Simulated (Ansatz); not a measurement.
Equilibrium lattice constant a of some III–V compounds, all zinc-blende

Method: r²SCAN-D4 (plane waves, PAW; Ansatz, an electronic-structure program). References are measured values corrected to a static lattice.

Values in Å.

```json
[
 {"solid": "zinc-blende BP", "reference": "4.525", "r²SCAN-D4": "4.521", "error (%)": "-0.09"},
 {"solid": "zinc-blende InAs", "reference": "6.047", "r²SCAN-D4": "6.088", "error (%)": "+0.68"},
 {"solid": "zinc-blende InP", "reference": "5.858", "r²SCAN-D4": "5.888", "error (%)": "+0.51"},
 {"solid": "cubic BN", "reference": "3.593", "r²SCAN-D4": "3.603", "error (%)": "+0.28"},
 {"solid": "zinc-blende GaAs", "reference": "5.64", "r²SCAN-D4": "5.644", "error (%)": "+0.07"},
 {"solid": "zinc-blende InSb", "reference": "6.468", "r²SCAN-D4": "6.532", "error (%)": "+0.99"},
 {"solid": "zinc-blende GaP", "reference": "5.439", "r²SCAN-D4": "5.430", "error (%)": "-0.17"}
]
```

Over these 7 solids the mean error is +0.33 %, the mean absolute error 0.40 % (median 0.28 %), and the worst case zinc-blende InSb at +0.99 %; the value is too high in 5 of 7 cases.

All these references are brought to a static lattice.

Spin–orbit coupling is left out, also for the solids with elements from indium on (zinc-blende InAs, zinc-blende InP, zinc-blende InSb); its size isn't shown.

Differences are worked out from the printed values.

Caveats: the gap of the solid is closed in this run (zinc-blende InSb). Ansatz's density-functional and Hartree–Fock values are scalar-relativistic unless marked +SOC, with PAW data made under PBE.

Not in this set, of the III–V compounds with a reference value in our tables and a result at some level: 4 for a reference at room or unstated temperature; 3 for no value at r²SCAN-D4 (not run, a failed fit, an unstable or unbound cell, or a value held back for tests); 1 for a high-temperature or high-pressure phase. These can be a level's best or worst cases. At least 3 more with a reference value are held back for tests. Solids without a released value at any level aren't counted. Layered and molecular crystals are counted apart.

References as tabulated in Mejia-Rodriguez and Trickey (2018), arXiv:1807.09216; Goldzak et al. (2022), arXiv:2208.04865.
